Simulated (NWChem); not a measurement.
**BCl$_{3}$ in NWChem**

SMILES: ClB(Cl)Cl
```xyz
4

B      0.0000     0.0000     0.0000
Cl     0.0000     0.0000     1.7421
Cl     1.5087     0.0000    -0.8710
Cl    -1.5087     0.0000    -0.8710
```
Charge 0, spin multiplicity 1.

All runs are NWChem calculations. All single points use one geometry, from PBE0/def2-SVP, a minimum by its harmonic frequencies.

Symmetry labels belong to the abelian group C2v used in the runs, with the axes of the coordinates shown; states degenerate in a higher group split over its labels.

The structure started from a generated list of species.

List the lowest 3 singlet excitations that CIS/def2-SVP gives, with oscillator strengths.


```
state  symmetry  energy (eV)  wavelength (nm)      f
-----  --------  -----------  ---------------  -----
1            a2         7.89              157  0.000
2            a2         8.59              144  0.000
3            b2         8.59              144  0.000
```
